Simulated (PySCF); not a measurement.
Ethynylsilane, C₂H₄Si.
SMILES with atom numbers: `[CH:1]#[C:2][SiH3:3]` (hydrogens: H4 on C1; H5, H6, H7 on Si3)

The same species was optimised twice, with GFN2-xTB and with PBE0-D3(BJ)/def2-SVP (PySCF), and the same property calculations (PySCF, gas phase) were run on both structures.

| coordinate | GFN2-xTB | PBE0-D3(BJ)/def2-SVP | change |
| --- | --- | --- | --- |
| Si3–H6 (Å) | 1.465 | 1.492 | +0.027 |
| Si3–H7 (Å) | 1.465 | 1.492 | +0.027 |
| Si3–H5 (Å) | 1.465 | 1.492 | +0.027 |
| C1–H4 (Å) | 1.053 | 1.076 | +0.023 |
| C2–Si3 (Å) | 1.849 | 1.834 | -0.015 |
| C1≡C2 (Å) | 1.202 | 1.217 | +0.015 |
| C2–Si3–H7 (°) | 108.1 | 109.5 | +1.4 |
| H5–Si3–H7 (°) | 110.8 | 109.4 | -1.4 |
| C2–Si3–H6 (°) | 108.1 | 109.5 | +1.4 |
| H5–Si3–H6 (°) | 110.8 | 109.5 | -1.3 |
| H6–Si3–H7 (°) | 110.7 | 109.4 | -1.3 |
| C2–Si3–H5 (°) | 108.2 | 109.5 | +1.3 |
| C2–C1–H4 (°) | 179.7 | 179.9 | +0.2 |
| C1–C2–Si3 (°) | 179.7 | 179.9 | +0.2 |

Rotational constants: A = 86222, B = 4786, C = 4786 MHz (GFN2-xTB) against A = 84548, B = 4773, C = 4773 MHz (PBE0-D3(BJ)/def2-SVP). Point groups within 0.08 Å: C3v and C3v.

On the GFN2-xTB structure: isotropic polarisability (au) 49.3 [wB97X-D/def2-SVPD]; HOMO (eV) -10.17 [wB97X-D/def2-SVPD]; LUMO (eV) 1.83 [wB97X-D/def2-SVPD]; dipole (D) 0.15 [wB97X-D/def2-SVPD]; HOMO (eV) -8.27 [PBE0/pcSseg-1]; LUMO (eV) 0.13 [PBE0/pcSseg-1]; dipole (D) 0.10 [PBE0/pcSseg-1]; GIAO shielding of C1 (ppm) 81.5 [PBE0/pcSseg-1]; GIAO shielding of C2 (ppm) 104.2 [PBE0/pcSseg-1]; GIAO shielding of Si3 (ppm) 447.6 [PBE0/pcSseg-1].

What do these properties become on the PBE0-D3(BJ)/def2-SVP structure?

| property | level | on GFN2-xTB | on PBE0-D3(BJ)/def2-SVP | change |
| --- | --- | --- | --- | --- |
| isotropic polarisability (au) | wB97X-D/def2-SVPD | 49.3 | 50.7 | +1.4 |
| HOMO (eV) | wB97X-D/def2-SVPD | -10.17 | -10.17 | 0.00 |
| LUMO (eV) | wB97X-D/def2-SVPD | 1.83 | 1.64 | -0.19 |
| dipole (D) | wB97X-D/def2-SVPD | 0.15 | 0.41 | +0.26 |
| energy, GFN2-xTB geometry as zero (kcal/mol) | wB97X-D/def2-SVPD | 0.0 | -0.8 | -0.8 |
| HOMO (eV) | PBE0/pcSseg-1 | -8.27 | -8.28 | -0.01 |
| LUMO (eV) | PBE0/pcSseg-1 | 0.13 | -0.07 | -0.20 |
| dipole (D) | PBE0/pcSseg-1 | 0.10 | 0.37 | +0.27 |
| energy, GFN2-xTB geometry as zero (kcal/mol) | PBE0/pcSseg-1 | 0.0 | -0.5 | -0.5 |
| GIAO shielding of C1 (ppm) | PBE0/pcSseg-1 | 81.5 | 78.2 | -3.3 |
| GIAO shielding of C2 (ppm) | PBE0/pcSseg-1 | 104.2 | 103.5 | -0.7 |
| GIAO shielding of Si3 (ppm) | PBE0/pcSseg-1 | 447.6 | 447.1 | -0.5 |

The heavy atoms differ by 0.007 Å rms after alignment. Among all bonds Si3–H5, Si3–H6 and Si3–H7 change most and about equally (+0.027 Å). Changes are differences of the printed values. Neither structure is proved a minimum here.

wB97X-D is run here without its empirical dispersion term; that term would change no orbital, density or response property at a fixed geometry.
